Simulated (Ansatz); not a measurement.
BSiH5 (boranylsilane): methods side by side

The species is BSiH5 (7 atoms), meant as a singlet with charge 0. As SMILES, `B[SiH3]`. Geometry: relaxed at PBE0-D4/def2-TZVP.

```jsonl
{"atom": "B", "x (Å)": "-0.0432", "y (Å)": "-1.1890", "z (Å)": "0.2043"}
{"atom": "Si", "x (Å)": "0.0891", "y (Å)": "0.7853", "z (Å)": "-0.1485"}
{"atom": "H", "x (Å)": "-1.1260", "y (Å)": "-1.6906", "z (Å)": "0.2901"}
{"atom": "H", "x (Å)": "0.9064", "y (Å)": "-1.9025", "z (Å)": "0.3354"}
{"atom": "H", "x (Å)": "-0.6160", "y (Å)": "1.0934", "z (Å)": "-1.4272"}
{"atom": "H", "x (Å)": "-0.6236", "y (Å)": "1.5167", "z (Å)": "0.9396"}
{"atom": "H", "x (Å)": "1.4745", "y (Å)": "1.3188", "z (Å)": "-0.2395"}
```

Each level gives the energy change with the B1–H4 bond stretched from 1.195 to 2.390 Å (eV). The values are calculated.

| level | kind | program | value (eV) | CPU time (all runs) |
| --- | --- | --- | --- | --- |
| BLYP/STO-3G (restricted) | GGA | Ansatz | 5.23 | 2.1 s |
| r2SCAN/STO-3G (restricted) | meta-GGA | Ansatz | 5.72 | 4.6 s |
| B3LYP/STO-3G (restricted) | global hybrid | Ansatz | 5.75 | 2.2 s |
| HSE06/STO-3G (restricted) | range-separated hybrid | Ansatz | 5.97 | 2.6 s |
| wB97X/STO-3G (restricted) | range-separated hybrid | Ansatz | 6.28 | 9.6 s |
| CCSD(T)/STO-3G (restricted) | coupled cluster or CI | Ansatz | ? | 0.24 s |
| CCSDT(Q)/STO-3G (restricted) | coupled cluster or CI | Ansatz | 4.79 | 0.5 s |
| CCSDTQ/STO-3G (restricted) | coupled cluster or CI | Ansatz | 4.79 | 7.4 s |
| FCI/STO-3G | exact in the basis | Ansatz | 4.79 | 27 s |

(1) Estimate the missing values from the other rows.

Answers

(1) As computed at these levels: CCSD(T)/STO-3G (restricted): 4.80 eV. The first shape isn't each level's own minimum. The values span 4.79 to 6.28 eV. All rows use very small basis sets, so even the best lies far from the true value. CPU times are rough (shared hosts, several kinds of processor): they show what a rung costs within a factor of a few.
